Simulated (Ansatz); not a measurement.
**SiH3 radical: one species, many methods**

One table from this session's results is given with a row withheld; the runs are named, their logs left out.

Method: functionals in def2-TZVPP, the program's frozen cores in correlated methods; program: Ansatz 0.2.0, Gaussian basis.

The runs, in order: LDA (SPW92), PBE-D4, revPBE-D4, BLYP-D4, r2SCAN-D4, B97M-V, PBE0-D4, B3LYP-D4, r2SCANh-D4, r2SCAN0-D4, HSE06-D4, BHLYP-D4, CAM-B3LYP-D4, LC-ωPBE, ωB97X-V, ωB97M-V, B2PLYP, PBE-QIDH; CCSD(T)/def2-SVP; CCSD(T)/def2-TZVPP; CCSD(T)/def2-QZVPP; extrapolation to the limit; RPA on PBE.

### The geometry

The geometry comes from an earlier relaxation with PBE0-D4 in a triple-zeta def2 set; it is a stationary point.

SMILES `[SiH3]`, 4 atoms, charge 0, spin multiplicity 2.

Atoms are counted from 1 here; the program's logs count them from 0.

Bond lengths: Si1–H2 1.486 Å, Si1–H3 1.486 Å, Si1–H4 1.486 Å. Angles: H2–Si1–H3 111.2°, H2–Si1–H4 111.2°, H3–Si1–H4 111.2°.

As a file:

```xyz
4
charge 0, multiplicity 2
Si    0.2938   -0.0269   -0.1640
H     0.5592    0.6653    1.1239
H    -0.2240   -1.4016    0.0601
H    -0.6289    0.7632   -1.0200
```

The first run:

Input file in.yaml:

```yaml
crystal:
  periodic: [false, false, false]
  atoms:
    - {symbol: Si, position_ang: [0.293783, -0.026898, -0.164035]}
    - {symbol: H, position_ang: [0.559152, 0.665299, 1.123896]}
    - {symbol: H, position_ang: [-0.224040, -1.401646, 0.060133]}
    - {symbol: H, position_ang: [-0.628895, 0.763246, -1.019994]}
basis:
  gaussian: {orbitals: def2-TZVPP}
magnetization: {spin_polarized: true, initial_magnetization: 1}
hamiltonian: {xc: lda}
output: {orbitals: {seedname: orbitals}}
```

Run with:

```sh
> ansatz run in.yaml --threads 2 --pin off --events-out ev --progress --plain --max-ram 20480MiB --backend cpu
```

Steps of the session up to this table: LDA; PBE-D4 (GGA); revPBE-D4 (GGA); BLYP-D4 (GGA); r2SCAN-D4 (meta-GGA); B97M-V (meta-GGA); PBE0-D4 (hybrid); B3LYP-D4 (hybrid); r2SCANh-D4 (hybrid); r2SCAN0-D4 (hybrid); HSE06-D4 (hybrid); BHLYP-D4 (hybrid); CAM-B3LYP-D4 (range-separated); LC-ωPBE (range-separated); ωB97X-V (range-separated); ωB97M-V (range-separated); B2PLYP (double hybrid); PBE-QIDH (double hybrid).

One of the session's tables, all rows but one given; the rest of the session is left out.

It belongs to the step «Orbital energies across the functionals». 

```
  functional  HOMO (eV)  LUMO (eV)  gap (eV)
 LDA (SPW92)          ?          ?         ?
      PBE-D4      -5.32      -3.48      1.84
   revPBE-D4      -5.31      -3.34      1.98
     BLYP-D4      -5.08      -3.53      1.55
   r2SCAN-D4      -5.67      -2.95      2.73
      B97M-V      -5.40      -3.81      1.58
     PBE0-D4      -6.40      -2.52      3.88
    B3LYP-D4      -6.10      -2.95      3.15
  r2SCANh-D4      -6.07      -2.65      3.42
  r2SCAN0-D4      -6.66      -2.21      4.45
    HSE06-D4      -6.00      -2.91      3.09
    BHLYP-D4      -7.26      -1.75      5.51
CAM-B3LYP-D4      -7.58      -1.67      5.91
     LC-ωPBE      -9.07      -0.18      8.88
     ωB97X-V      -8.51      -0.75      7.75
     ωB97M-V      -8.14      -0.89      7.25
```

**Question.** Estimate the row for LDA (SPW92).

The run gave: HOMO (eV): -5.26; LUMO (eV): -3.94; gap (eV): 1.32. In the column «HOMO (eV)» it lies between revPBE-D4 (-5.31) and BLYP-D4 (-5.08).
